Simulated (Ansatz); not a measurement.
Total energies of `[O]=[Al][OH]`.

| atom | x (Å) | y (Å) | z (Å) |
| --- | --- | --- | --- |
| O1 | 1.954 | -0.689 | 0.743 |
| Al2 | 0.579 | -0.108 | 0.179 |
| O3 | -0.820 | 0.563 | -0.429 |
| H4 | -1.713 | 0.234 | -0.492 |

Charge 0, multiplicity 1. Geometry: relaxed with PBE0-D4/def2-TZVP. It is one conformer, not always the lowest. Basis def2-TZVPP, Ansatz 0.2.0.

RPA on PBE orbitals: Hartree–Fock energy of these orbitals -392.28409 Eh, correlation -0.84650 Eh (frozen core).

| functional | energy without D4 (Eh) | D4 term (kJ/mol) |
| --- | --- | --- |
| LDA (SPW92) | -391.47716 | – |
| PBE | -393.30619 | -5.2 |
| revPBE | -393.49538 | -14.9 |
| BLYP | -393.59308 | -11.4 |
| r2SCAN | -393.49553 | -1.1 |
| B97M-V | -393.48457 | – |
| PBE0 | -393.31398 | -4.3 |
| B3LYP | -393.61739 | -8.5 |
| r2SCANh | -393.48048 | -1.2 |
| r2SCAN0 | -393.45885 | -1.4 |
| HSE06 (plane-wave form) | -393.30170 | -4.0 |
| BHLYP | -393.51553 | -6.9 |
| CAM-B3LYP | -393.55328 | -4.4 |
| LC-ωPBE | -393.41220 | – |
| ωB97X-V | -393.49431 | – |
| ωB97M-V | -393.53924 | – |
| B2PLYP | -393.39340 | – |
| PBE-QIDH | -393.20786 | – |

B3LYP takes the VWN-RPA correlation (the form of Gaussian; ORCA's B3LYP/G). HSE06 is the plane-wave form, built on full-range PBE exchange. The double hybrids freeze the cores in their second-order part.

LC-ωPBE has ω = 0.4 bohr⁻¹.
